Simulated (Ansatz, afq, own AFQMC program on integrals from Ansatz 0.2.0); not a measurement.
Where AFQMC and coupled cluster stand for H₂S, triplet

```xyz
3

H     0.0000    0.0000   -1.2130
H     0.0000    0.0000   -0.2970
S     0.0000    0.0000    1.5100
```

Basis cc-pVTZ. Noble-gas cores (and the filled d shells of Ga–Kr and In–Xe) are frozen. Integrals, coupled cluster, full CI and functionals: Ansatz 0.2.0; the random walks run on the same integrals in our own AFQMC program. The CISD trial takes its coefficients from CCSD amplitudes. Released means that phaseless walkers are propagated on without the constraint, phases kept. Uncertainties: one standard error, sampling alone.

Determinant: UHF, the one that the program's search chose, which needn't be the lowest solution. The geometry is a point of a scan.

No full CI on the walks' own integrals is used here; CCSDT(Q) serves as the reference and is uncertain by about the last step of the cluster series.

Cautions: lower spins were not checked; the ph-AFQMC/CISD walk drifts between its halves (2.2 errors).

```
T1 diagnostic                               : 0.0154
weight of the determinant in the CISD state : 0.905
⟨S²⟩ of the determinant                     : 2.038
size of the correlated space                : 8 electrons in 57 orbitals
```

Reference: CCSDT(Q), correlation energy -5.343 eV. The released energy is read at 1.62 1/Eh, later times being too noisy (meV from the phaseless value at times in 1/Eh: -5.1 ± 2.2 at 0.24, -4.8 ± 1.5 at 0.51, -10.8 ± 1.9 at 0.99, -10.9 ± 1.8 at 1.62, -7 ± 9 at 2.40).

| level | E − E(reference) (kcal/mol) | share of correlation (%) |
| --- | --- | --- |
| HF | 123.21 | 0.00 |
| MP2 | 24.16 | 80.39 |
| CCSD | 4.53 | 96.33 |
| CCSD(T) | 0.72 | 99.42 |
| CCSDT | 0.13 | 99.90 |
| ph-AFQMC/CISD | 0.25 ± 0.06 | 99.80 |
| released AFQMC | -0.01 ± 0.04 | 100.00 |

A walk keeps the symmetry of its determinant, which the program's search chose and which needn't be the lowest solution, so a lower state of the same spin and another symmetry isn't excluded. Released energies are given only where the last usable release times agree within the noise; a slower fall can still hide under it.
